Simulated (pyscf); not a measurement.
Thermochemistry of product channels of `[GeH3][AsH2]` + `[H]` [doublet] on the doublet surface, in kcal/mol, from ωB97M-D3(BJ)/def2-TZVP energies (ideal gas, 1 atm, RRHO with modes under 100 cm⁻¹ raised to 100, one conformer, R ln 2 for chiral ones without a mode under 150 cm⁻¹). PySCF, gas phase, ωB97X-D3(BJ)/def2-SVP geometries.

```
products                              ΔE  ΔH(298 K)  ΔG(600 K)  ΔG(900 K)
-----------------------------------  ---  ---------  ---------  ---------
`[GeH2][AsH2]` [doublet] + `[H][H]`  ___      -21.8      -24.4      -25.6
`[GeH3][AsH]` [doublet] + `[H][H]`   ___      -29.5      -32.1      -33.2
```

Complete the blanks.


- `[GeH2][AsH2]` [doublet] + `[H][H]`, ΔE: -22.8
- `[GeH3][AsH]` [doublet] + `[H][H]`, ΔE: -30.5

These are energies of the channels, which say nothing of barriers. Elements up to Kr have no core potential and no relativistic terms here.
